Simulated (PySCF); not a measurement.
Potential energy of AlP along the bond

Set-up: PySCF, spin-free X2C with a Gaussian nucleus, basis sets Al x2c-TZVPPall, P x2c-TZVPPall. Energies in eV from Al + P in their ground configurations at the same level. All curves are PBE0. state 1: ³Π (triplet), unpaired electrons σ ↑, π ↑; state 2: ³Σ⁻ (triplet), unpaired electrons π ↑↑, a second solution, started from another occupation; state 3: Ms = 0 determinant of mixed spin (⟨S²⟩ near 1.0), unpaired electrons σ ↓, π ↑, a second solution, started from another occupation; state 4: Ms = 0 determinant of mixed spin (⟨S²⟩ near 1.0), unpaired electrons π ↑↓, a mixture of terms (⟨Lz²⟩ = 2.0), a second solution, started from another occupation.

| R (Å) | state 1 | state 2 | state 3 | state 4 |
| --- | --- | --- | --- | --- |
| 1.905 | -1.417 | -0.248 | -1.312 | 0.056 |
| 1.994 | -1.920 | -1.058 | -1.810 | -0.758 |
| 2.082 | -2.190 | -1.603 | -2.072 | -1.305 |
| 2.148 | -2.282 | -1.880 | -2.156 | -1.583 |
| 2.215 | -2.305 | -2.071 | -2.169 | -1.775 |
| 2.281 | -2.276 | -2.191 | -2.129 | -1.896 |
| 2.370 | -2.182 | -2.270 | -2.019 | -1.975 |
| 2.481 | -2.006 | -2.271 | -1.823 | -1.975 |
| 2.614 | -1.753 | -2.177 | -1.546 | -1.880 |
| 2.791 | -1.393 | -1.959 | -1.158 | -1.657 |

Put a parabola through the three lowest points of the state 1 curve and estimate Re, k and ωe (reduced mass 14.42 u; 1 eV/Å² = 0.16022 mdyn/Å; ωe = 1302.8·√(k/μ) cm⁻¹).

Through R = 2.148, 2.215, 2.281 Å the second-order coefficient is 5.88 eV/Å², so Re ≈ 2.211 Å, k ≈ 1.89 mdyn/Å and ωe ≈ 471 cm⁻¹. A polynomial fit of higher order to the unrounded PBE0 energies gives Re = 2.208 Å, k = 1.91 mdyn/Å, ωe = 475 cm⁻¹; anharmonicity and rounding make the difference.

The higher-order fit for each curve: state 1: Re = 2.208 Å, ωe = 475 cm⁻¹, De = 2.31 eV; state 2: Re = 2.425 Å, ωe = 372 cm⁻¹, minimum 2.28 eV below the ground-state fragments; state 3: Re = 2.196 Å, ωe = 494 cm⁻¹, minimum 2.17 eV below the ground-state fragments; state 4: Re = 2.424 Å, ωe = 374 cm⁻¹, minimum 1.99 eV below the ground-state fragments.

The state is the lowest determinant that a PBE0 search found; another state may lie lower at other levels.
